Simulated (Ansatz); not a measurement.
CH2Cl, SMILES [CH2]Cl, a test of scalar relativity

Program: Ansatz 0.2.0, Python API.

Notebook, run cell by cell (the value of a cell's last expression is shown):

```python
import ansatz as az
import numpy as np
```

```python
mol = (
    az.Crystal.molecule()
    .atom('C', (0.0835, -0.2024, -0.097))
    .atom('Cl', (-0.3523, 1.2002, 0.8379))
    .atom('H', (-0.6095, -1.0295, 0.0356))
    .atom('H', (0.9338, -0.0285, -0.7967))
)

setup = (
    mol.calculation()
    .functional('b3lyp')
    .spin('collinear', total=1)
    .forces()
)
# a set contracted for a scalar-relativistic Hamiltonian goes with the relativistic run
sets = {'none': 'cc-pVTZ', 'scalar': 'cc-pVTZ-DK'}
found = {kind: setup.basis(gaussian=basis).pseudopotentials(relativity=kind).run(threads=1, pin='off').report for kind, basis in sets.items()}
for kind, each in found.items():
    dipole = 4.803205 * np.linalg.norm(each['charge_distribution']['dipole_moment_e_ang'])
    print(f'{kind:7s} E = {each["free_energy_ev"]:.4f} eV  dipole {dipole:.3f} D  largest force component {np.abs(each["forces_ev_ang"]).max():.4f} eV/A')
print(f'relativity lowers the total energy by {found["none"]["free_energy_ev"] - found["scalar"]["free_energy_ev"]:.3f} eV')
```

    none    E = -13591.8736 eV  dipole 1.200 D  largest force component 1.0740 eV/A
    scalar  E = -13630.9201 eV  dipole 1.187 D  largest force component 1.0762 eV/A
    relativity lowers the total energy by 39.046 eV

The total moves by -39.0 eV, nearly all in the cores, and the dipole from 1.20 to 1.19 D.

Reading the output:
- Total energies depend on the basis set; only differences at equal settings carry meaning.
- The geometry is a force-field or estimated start, not a minimum of this method. The basis set changes with the Hamiltonian (a set recontracted for scalar relativity), and most of the change in the total lies in the cores.
- The run takes the species as open-shell (spin multiplicity 2), which needn't be its ground state.
- b3lyp holds the VWN-RPA fit, as in Gaussian; the form of ORCA and Turbomole is b3lyp5.
- Finished in 5.1 s on 1 thread of Arm Neoverse V1, with other jobs on the host, peak memory 0.22 GiB.
